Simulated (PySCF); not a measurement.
## What each rung costs, and what it gives

Saddle point of CH8SSi, closed shell (CH₆Si ([CH3][SiH3]) + H₂S → SiH₄S ([SiH3][SH]) + CH₄; bonds formed: Si1–S7, C2–H6; bonds broken: Si1–C2, H6–S7), PBE0-D4/def2-TZVP structure:

| atom | x (Å) | y (Å) | z (Å) |
| --- | --- | --- | --- |
| Si1 | -0.6575 | 0.8110 | -0.2636 |
| C2 | -0.0659 | -0.9675 | 0.7925 |
| H3 | -0.8830 | 0.7181 | -1.7234 |
| H4 | -2.0135 | 0.4409 | 0.2785 |
| H5 | -0.3745 | 2.0857 | 0.4313 |
| H6 | 0.7626 | -0.1941 | 0.1552 |
| S7 | 1.8257 | 0.8917 | -0.8122 |
| H8 | -0.4734 | -0.6612 | 1.7543 |
| H9 | 0.8557 | -1.5342 | 0.9748 |
| H10 | -0.7535 | -1.6148 | 0.2493 |
| H11 | 1.7773 | 0.0245 | -1.8368 |

Barriers are electronic and count from the start structure reached by relaxing down the imaginary mode.

Computed with PySCF 2.14 with density fitting (its default auxiliary sets; JK sets also for MP2 and CCSD(T)) (basis: as named in each row); correlated methods freeze the cores. B3LYP uses VWN-RPA correlation. Extrapolation: Hartree–Fock as exp(−7.88 √X), correlation as X^−2.97.

Times are rough, for one single point on 4 threads of a shared host (Arm Neoverse V2).

The estimate by CCSD(T) at an estimated basis limit (MP2 extrapolated from triple and quadruple zeta, plus CCSD(T) − MP2 in triple zeta) is 236.4 kJ/mol.

```
   method       basis  time (s)  barrier (kJ/mol)  method less estimate
       HF      STO-3G   under 1             563.5                 327.1
 B3LYP-D4       6-31G         3             257.9                  21.4
  PBE0-D4    def2-SVP         4             223.8                 -12.6
   PBE-D4    def2-SVP         4             204.4                 -32.1
      MP2  def2-QZVPP         6             228.3                  -8.1
    SPW92  def2-TZVPP        11             169.7                 -66.8
  PBE0-D4  def2-TZVPP        13             214.7                 -21.8
 B3LYP-D4  def2-TZVPP        13             234.5                  -1.9
 BHLYP-D4  def2-TZVPP        13             256.5                  20.1
   PBE-D4  def2-TZVPP        15             196.4                 -40.0
  CCSD(T)    def2-SVP        24             276.4                  40.0
r2SCAN-D4  def2-TZVPP        36             211.5                 -24.9
  wB97M-V  def2-TZVPP       190             236.7                   0.3
  CCSD(T)  def2-TZVPP       550             245.4                   8.9
```

All methods are single points on the PBE0-D4 structures.

No T1 diagnostic of these runs exceeds 0.012.

Labels in which every atom is bracketed show which atoms are joined, not bond orders.
